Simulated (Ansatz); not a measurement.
Cartesian coordinates (Å):
```xyz
7

C      1.6972     0.0632     0.1272
C      0.5018     0.0187     0.0376
C     -0.9473    -0.0353    -0.0710
H      2.7554     0.1027     0.2065
H     -1.4020    -0.2692     0.8937
H     -1.2564    -0.8020    -0.7842
H     -1.3487     0.9219    -0.4097
```
Charge 0, multiplicity 1.

All values below come from Ansatz (a program for electronic structure) with frozen-core CCSD(T)/cc-pVTZ // B3LYP-D3(BJ)/def2-TZVP.

The HF energy comes out as -115.90848 Ha and the MP2 correlation energy comes out as -0.48124 Ha.

Estimate the CCSD correlation energy, the (T) correction, the total energy and the T1 diagnostic.


| Property | Result |
|---|---|
| CCSD correlation energy | -0.50311 Ha |
| (T) correction | -0.02353 Ha |
| CCSD(T) total energy | -116.43512 Ha |
| T1 diagnostic | 0.011 |
